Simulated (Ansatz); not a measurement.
# Relaxing Sr2OsAu2

Level of theory: DFT PBE, scalar-relativistic, plane waves, PAW (Ansatz 0.2.0). Cutoff 420 eV, Γ-centred k mesh, Gaussian smearing, no spin polarisation in the final step.

The start puts Sr2OsAu2 on the ThCr2Si2 structure type (I4/mmm, No. 139), with Os in place of Th, Sr in place of Cr, Au in place of Si, at a guessed volume.

```
Sr Os Au
1.0
    -2.20809    2.20809    5.79351
     2.20809   -2.20809    5.79351
     2.20809    2.20809   -5.79351
Sr Os Au
2 1 2
Direct
  0.25000 0.75000 0.50000
  0.75000 0.25000 0.50000
  0.00000 0.00000 0.00000
  0.62600 0.62600 0.00000
  0.37400 0.37400 0.00000
```

Steps on the 6×6×6 mesh (5 atoms). 12 of 20 steps are shown, and the free energy counts from the last. Trial steps that were taken back and renewals of the plane-wave basis can be among the rows.

| step | ΔF (meV/atom) | V (Å³/atom) | P (GPa) | largest force component (eV/Å) |
| --- | --- | --- | --- | --- |
| 1 | 1313.6 | 22.60 | 21.73 | 5.855 |
| 3 | 729.3 | 26.32 | 4.22 | 0.082 |
| 4 | 681.2 | 28.69 | 0.50 | 0.432 |
| 6 | 621.8 | 30.10 | -1.81 | 0.489 |
| 8 | 523.2 | 28.40 | -1.73 | 1.074 |
| 10 | 363.6 | 26.46 | -1.83 | 2.266 |
| 11 | 269.2 | 25.05 | 0.58 | 1.303 |
| 13 | 253.6 | 25.10 | 0.14 | 0.040 |
| 15 | 112.8 | 25.09 | 7.09 | 0.002 |
| 17 | 2.1 | 27.93 | 0.97 | 0.144 |
| 18 | 0.9 | 28.46 | -0.17 | 0.054 |
| 20 | 0.0 | 28.42 | 0.01 | 0.002 |

A final relaxation ran on a 10×10×10 mesh. The relaxed crystal, I4/mmm (No. 139):

Space group I4/mmm (No. 139). a = 6.025 Å, b = 6.025 Å, c = 7.831 Å, α = 90.00°, β = 90.00°, γ = 90.00°
| atom | site | symmetry | x | y | z |
| --- | --- | --- | --- | --- | --- |
| Sr | 4d | -4m2 | 0.5000 | 0.0000 | 0.2500 |
| Os | 2a | 4/mmm | 0.0000 | 0.0000 | 0.0000 |
| Au | 4e | 4mm | 0.0000 | 0.0000 | 0.6685 |

```yaml
Volume_per_atom: 28.42 Å³
Density: 8.87 g/cm³
Energy_over_the_elements: 0.21 eV/atom
Gap_on_the_10×10×10_mesh: 0 eV (a metal)
```

Formation energies are uncorrected and refer to the elements' standard structures at the same level.

The final run used a 10×10×10 mesh on its 5-atom cell and 0.10 eV smearing. For metals, differences of a few meV/atom aren't resolved. Spin–orbit coupling is left out.

Symmetry constrained the relaxation, so the result can be a saddle point.

Cost: 3 runs of about 4.8 core-minutes in all, on Arm Neoverse V2 (shared hosts).